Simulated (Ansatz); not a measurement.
# As (As, grey arsenic (A7)): the cost of one run

Computed with Ansatz 0.2.0 (DFT PBE, plane waves with PAW, scalar-relativistic, unless a step says otherwise).

## (1) The structure to begin with

It takes space group R-3m (No. 166, trigonal). The conventional cell has a = 3.807 Å, b = 3.807 Å, c = 10.824 Å, α = 90.00°, β = 90.00°, γ = 120.00°. As (site symmetry 3m) is surrounded by 3 As at 2.55 Å.

Coordinates:

```
As
1.0
     1.90361    1.09905    3.60816
    -1.90361    1.09905    3.60816
     0.00000   -2.19810    3.60816
As
2
Direct
  0.77371 0.77371 0.77371
  0.22629 0.22629 0.22629
```

## (2) With a width of 0.01 eV

The run at 0.01 eV.

input.yaml

```yaml
crystal:
  lattice:
    - [1.9036109523, 1.0990502958, 3.6081612956]
    - [-1.9036109523, 1.0990502958, 3.6081612956]
    - [0.0, -2.1981005915, 3.6081612956]
  atoms:
    - { symbol: As, position: [0.7737100447, 0.7737100447, 0.7737100447] }
    - { symbol: As, position: [0.2262899553, 0.2262899553, 0.2262899553] }
hamiltonian:
  xc: pbe
  pseudopotentials:
    kind: paw
    azcp:
      As: "pseudopotentials/As.paw.azcp"
basis:
  ecutwfc: 420
  fft_grid_basis: typed
kpoints:
  mp_grid: { grid: [10, 10, 10], shift: [0, 0, 0] }
magnetization:
  spin_polarized: false
scf:
  occupations: { method: cold, width: 0.01 }
  lower_state_search: "off"
output:
  stress: true
```

Run with:

```bash
$ ansatz run input.yaml --threads 1 --pin off --max-ram 3584MiB --backend cpu --events-out ev --progress --plain --runs-dir out
```

What time and memory should one allow on 1 thread of Intel Xeon Platinum 8259CL at 2.50GHz (Skylake/Cascade Lake), shared host?

About 5.7 s, with a peak of 0.54 GiB.
